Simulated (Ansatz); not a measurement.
## PtCl: from a trial structure to a relaxed crystal

These are results of DFT PBE, scalar-relativistic, plane waves, PAW in Ansatz, not measurements. Cutoff 420 eV, Γ-centred k mesh, Gaussian smearing, no spin polarisation in the final step.

The start puts PtCl on the wurtzite structure type (P6_3mc, No. 186), with Pt in place of Zn, Cl in place of O, at a guessed volume.

```
CELL_PARAMETERS angstrom
4.02485 0.00000 0.00000
-2.01242 3.48562 0.00000
0.00000 0.00000 6.44565
ATOMIC_POSITIONS crystal
Pt 0.33333 0.66667 0.00000
Pt 0.66667 0.33333 0.50000
Cl 0.33333 0.66667 0.38210
Cl 0.66667 0.33333 0.88210
```

Cell and atoms relax at zero pressure; the relaxation can't lower the symmetry of the start.

Energies over the elements count from the elements' standard structures at the same level (Cl₂ as a molecule), with no empirical corrections.

Q: Which crystal results?

A: It keeps P6_3mc (No. 186), but not the shape of the type it started on. Conventional cell: a = 3.078 Å, c = 8.799 Å. Pt is coordinated by 1 Cl at 2.26 Å; Cl is coordinated by 1 Pt at 2.26 Å.

```cif
data_structure
_symmetry_space_group_name_H-M 'P6_3mc'
_symmetry_Int_Tables_number 186
_cell_length_a 3.0782
_cell_length_b 3.0782
_cell_length_c 8.7986
_cell_angle_alpha 90.000
_cell_angle_beta 90.000
_cell_angle_gamma 120.000
_cell_volume 72.20
loop_
_atom_site_label
_atom_site_type_symbol
_atom_site_symmetry_multiplicity
_atom_site_Wyckoff_symbol
_atom_site_fract_x
_atom_site_fract_y
_atom_site_fract_z
_atom_site_occupancy
Pt1 Pt 2 b 0.33333 0.66667 0.06240 1
Cl1 Cl 2 b 0.33333 0.66667 0.31970 1
```

Q: What are its volume, energy, density and gap?

A: The volume per atom is 18.05 Å³. The density is 10.60 g/cm³ and the energy over the elements is 0.45 eV/atom. The gap on the 18×18×6 mesh is 0 eV (a metal).

The final run used a 18×18×6 mesh on its 4-atom cell and 0.10 eV smearing. The k mesh leaves about 4 meV/atom of noise in metals. Spin–orbit coupling is left out. A structure relaxed within its symmetry needn't be a true minimum.

Cost: 3 runs of about 9.9 core-minutes in all, on Arm Neoverse V1 (shared hosts).